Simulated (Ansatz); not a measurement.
## Bulk modulus of rock-salt NaCl: levels of theory against measurement

Reference value: 27.6 GPa (measured, 0 K value with the zero-point phonon effect removed; as tabulated in Mejia-Rodriguez and Trickey (2018), arXiv:1807.09216).

Q: Which of these levels comes closest to the reference?
(A) HSE06 (Ansatz, a first-principles code)
(B) r²SCAN (Ansatz)
(C) LDA (Ansatz)
(D) PBE (Ansatz)

A: B, r²SCAN (Ansatz)

| level (code) | value (GPa) | cell (Å³/atom) | error (%) |
|---|---|---|---|
| LDA (Ansatz) | 32.1 | 20.39 | +16.3 |
| PBE (Ansatz) | 23.6 | 23.10 | -14.5 |
| r²SCAN (Ansatz) | 27.5 | 22.04 | -0.4 |
| HSE06 (Ansatz) | 25.0 | 22.58 | -9.4 |

Closest of these to the reference: r²SCAN (-0.4 %). Farthest off: LDA (+16.3 %). Within 10 %: r²SCAN, HSE06. The least costly first-principles kind among them: DFT without exact exchange (r²SCAN).

Each level is taken at its own relaxed cell. Cutoffs and k meshes differ between the levels. Ansatz's density-functional and Hartree–Fock values are scalar-relativistic unless marked +SOC, with PAW data made under PBE.

Differences are worked out from the printed values.
